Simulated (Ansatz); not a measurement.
# Li2 (singlet): wave-function methods side by side, 6-31G

An exercise on one series of results from a longer session: the logs are not shown, and one member is left open.

Program: Ansatz 0.2.0, Gaussian basis. Level of theory: 6-31G, core rule «outside noble gas», up to 2 orbitals frozen. These are calculated values, not measurements.

Plan: UHF; CCSD(T) on RHF; CCSD(T) on UHF; BCCD(T) on RHF; Full CI.

53 further runs of the same task are left out: 6 for a known fault of the program, 3 that didn't finish, 44 set aside as unsound or not needed.

## The geometry

The geometry is an MP2(full)/6-31G* stationary point (not a proven minimum).

2 atoms, charge 0, spin multiplicity 1.

Atoms are counted from 1 here; the program's logs count them from 0.

No contacts short enough for the rule that draws bonds.

Set-up of the first run:

Input file in.yaml:

```yaml
crystal:
  periodic: [false, false, false]
  atoms:
    - {symbol: Li, position_ang: [0.000000, 0.000000, 0.000000]}
    - {symbol: Li, position_ang: [0.000000, 0.000000, 2.773060]}
basis:
  gaussian: {orbitals: 6-31G}
magnetization: {spin_polarized: true, initial_magnetization: 0}
hamiltonian: {xc: hf}
output: {orbitals: {seedname: orbitals}}
```

Run with:

```sh
ansatz run in.yaml --threads 1 --pin off --events-out ev --progress --plain --max-ram 2502MiB
```

Steps of the session up to this table: UHF; CCSD(T) on RHF; CCSD(T) on UHF; BCCD(T) on RHF; Full CI.

One table of the session follows, with a row left open; its other results are not shown here.

```
  method  from FCI (kcal/mol)
     RHF               +16.81
     UHF               +15.82
    RMP2                    ?
   RCCSD                 0.00
RCCSD(T)                 0.00
 BCCD(T)                 0.00
     FCI                    0
```

**Question.** Estimate the row for RMP2.

As computed: from FCI (kcal/mol): +7.08. In the column «from FCI (kcal/mol)» it lies between FCI (0) and UHF (+15.82).

Not comparable, so not listed: CCSD(T) on UHF (they don't share determinant, frozen orbitals or solution with the rows shown, or repeat one).

With the free atoms at the same levels and basis (separate runs), the atomisation energy is 0.832 eV at FCI, 0.832 eV at RCCSD(T), 0.103 eV at RHF.
